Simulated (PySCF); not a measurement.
H₂O₂, SMILES OO (connectivity only; charge and spin as stated), charge +1, multiplicity 2. Atoms are numbered in the order given.

```xyz
4

O      0.1577    -0.6279     0.0000
O     -0.1577     0.6279     0.0000
H     -0.7144    -1.1090     0.0000
H      0.7144     1.1090     0.0000
```
Charge +1, spin multiplicity 2.

Geometry: ωB97X-D3(BJ)/def2-TZVP. The spin state was assumed, not searched.

These are PBE/def2-TZVPD run with PySCF values and carry that method's errors.

Mulliken values depend strongly on the basis, most of all with diffuse functions as here. ESP charges are fitted to the potential on shells at 1.4 to 2.0 van der Waals radii. Atomic charges (e):

```tsv
atom	meta-Löwdin	Mulliken	ESP fit	Mulliken spin
O1	0.05	0.07	-0.02	0.51
O2	0.05	0.07	-0.02	0.51
H3	0.45	0.43	0.52	-0.01
H4	0.45	0.43	0.52	-0.01
```
